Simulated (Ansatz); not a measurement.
`O=[N+]([O-])[O-]`, 4 atoms. Charge -1, multiplicity 1. All runs use 4 threads of an Arm Neoverse V1 on a shared host. Correlated methods freeze the cores.

Q: Give the basis size and wall time and peak host memory of each of these runs in Ansatz. RKS ωB97M-V/def2-SVPD energy; RKS BLYP-D4/def2-TZVPPD energy; direct RPA on PBE orbitals/def2-TZVPPD energy; RKS PBE0-D4/def2-SVPD energy; RKS PBE0-D4/def2-TZVPD frequencies; RKS HSE06 (plane-wave form)-D4/def2-TZVPPD energy; RKS ωB97M-V/def2-QZVPPD energy; RHF-CCSD(T)/def2-TZVPPD energy; RKS PBE0-D4/def2-TZVPD relaxation (5 steps); RKS PBE0-D4/def2-QZVPPD energy; RHF-CCSD(T)/def2-QZVPPD energy; RKS B3LYP-D4/def2-TZVPPD energy and forces. (Estimate.)

A: Computed: Other jobs shared the machine, so times are rough.

```json
{"level": "RKS PBE0-D4/def2-SVPD", "job": "energy", "functions": "89", "wall time": "0.45 s", "peak host memory (GiB)": "0.28"}
{"level": "RKS BLYP-D4/def2-TZVPPD", "job": "energy", "functions": "157", "wall time": "0.8 s", "peak host memory (GiB)": "0.15"}
{"level": "RKS HSE06 (plane-wave form)-D4/def2-TZVPPD", "job": "energy", "functions": "157", "wall time": "0.9 s", "peak host memory (GiB)": "0.28"}
{"level": "RKS B3LYP-D4/def2-TZVPPD", "job": "energy and forces", "functions": "157", "wall time": "1.2 s", "peak host memory (GiB)": "0.28"}
{"level": "direct RPA on PBE orbitals/def2-TZVPPD", "job": "energy", "functions": "157", "wall time": "1.6 s", "peak host memory (GiB)": "0.28"}
{"level": "RKS ωB97M-V/def2-SVPD", "job": "energy", "functions": "89", "wall time": "1.6 s", "peak host memory (GiB)": "0.28"}
{"level": "RKS PBE0-D4/def2-QZVPPD", "job": "energy", "functions": "261", "wall time": "1.7 s", "peak host memory (GiB)": "0.54"}
{"level": "RKS ωB97M-V/def2-QZVPPD", "job": "energy", "functions": "261", "wall time": "5 s", "peak host memory (GiB)": "0.67"}
{"level": "RKS PBE0-D4/def2-TZVPD", "job": "relaxation (5 steps)", "functions": "157", "wall time": "6.5 s", "peak host memory (GiB)": "0.26"}
{"level": "RHF-CCSD(T)/def2-TZVPPD", "job": "energy", "functions": "157", "wall time": "6.5 s", "peak host memory (GiB)": "0.91"}
{"level": "RKS PBE0-D4/def2-TZVPD", "job": "frequencies", "functions": "157", "wall time": "12 s", "peak host memory (GiB)": "0.28"}
{"level": "RHF-CCSD(T)/def2-QZVPPD", "job": "energy", "functions": "261", "wall time": "44 s", "peak host memory (GiB)": "4.2"}
```

B3LYP here is the variant with VWN-RPA as its local correlation; programs differ in this.
